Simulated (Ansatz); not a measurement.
# C₆H₆: basis-set convergence

An exercise on one series of results from a longer session: the logs are not shown, and one member is left open.

Method: one geometry, several basis sets; program: Ansatz 0.2.0, Gaussian basis.

Levels to be run: PBE0-D4/def2-SVP; ωB97M-V/def2-SVP; PBE0-D4/def2-QZVPP; ωB97M-V/def2-QZVPP; the functionals' def2-TZVPP values are taken from earlier runs.

**The relaxed structure**

All runs share one geometry, relaxed beforehand with PBE0-D4 in a triple-zeta def2 set.

SMILES `C12C3C1C1C2C31`, 12 atoms, charge 0, spin multiplicity 1.

Atoms are counted from 1 here; the program's logs count them from 0.

Bond lengths: C1–C2 1.512 Å, C1–C3 1.512 Å, C1–C5 1.547 Å, C1–H7 1.081 Å, C2–C3 1.512 Å, C2–C6 1.547 Å, C2–H8 1.081 Å, C3–C4 1.547 Å, C3–H9 1.081 Å, C4–C5 1.512 Å, C4–C6 1.512 Å, C4–H10 1.081 Å, C5–C6 1.512 Å, C5–H11 1.081 Å, C6–H12 1.081 Å. Angles: C2–C1–C3 60.0°, C2–C1–C5 90.0°, C2–C1–H7 129.4°, C3–C1–C5 90.0°, C3–C1–H7 129.4°, C5–C1–H7 132.8°, C1–C2–C3 60.0°, C1–C2–C6 90.0°, C1–C2–H8 129.4°, C3–C2–C6 90.0°, C3–C2–H8 129.4°, C6–C2–H8 132.8°, C1–C3–C2 60.0°, C1–C3–C4 90.0°, C1–C3–H9 129.4°, C2–C3–C4 90.0°, C2–C3–H9 129.4°, C4–C3–H9 132.8° and more.

Set-up of the first run:

in.yaml reads:

```yaml
crystal:
  periodic: [false, false, false]
  atoms:
    - {symbol: C, position_ang: [-0.834175, -0.779334, -0.228605]}
    - {symbol: C, position_ang: [0.569451, -0.663472, -0.777682]}
    - {symbol: C, position_ang: [0.352103, -0.870247, 0.703897]}
    - {symbol: C, position_ang: [0.306636, 0.662584, 0.911165]}
    - {symbol: C, position_ang: [-0.879613, 0.753510, -0.021375]}
    - {symbol: C, position_ang: [0.524030, 0.869359, -0.570406]}
    - {symbol: H, position_ang: [-1.597188, -1.514530, -0.443157]}
    - {symbol: H, position_ang: [1.082095, -1.293386, -1.491221]}
    - {symbol: H, position_ang: [0.667226, -1.688075, 1.336816]}
    - {symbol: H, position_ang: [0.578547, 1.300057, 1.740878]}
    - {symbol: H, position_ang: [-1.685764, 1.473607, -0.039136]}
    - {symbol: H, position_ang: [0.993551, 1.694727, -1.087175]}
basis:
  gaussian: {orbitals: def2-SVP}
hamiltonian: {xc: pbe0, dispersion: d4}
output: {orbitals: {seedname: orbitals}}
```

Among the steps run: PBE0-D4 in def2-SVP; ωB97M-V in def2-SVP; PBE0-D4 in def2-QZVPP; ωB97M-V in def2-QZVPP.

One table of the session follows, with a row left open; its other results are not shown here.

It belongs to the step «Functionals by basis». 

```
functional       basis  HOMO (eV)  LUMO (eV)
   PBE0-D4    def2-SVP      -6.56       2.23
   PBE0-D4  def2-TZVPP      -6.54       1.74
   PBE0-D4  def2-QZVPP      -6.55       1.16
   ωB97M-V    def2-SVP          ?          ?
   ωB97M-V  def2-TZVPP      -8.80       3.37
   ωB97M-V  def2-QZVPP      -8.81       2.24
```

**Question.** Estimate the row for ωB97M-V, def2-SVP.

**Answer.** HOMO (eV): -8.83; LUMO (eV): 3.95. In the column «HOMO (eV)» it is the lowest.
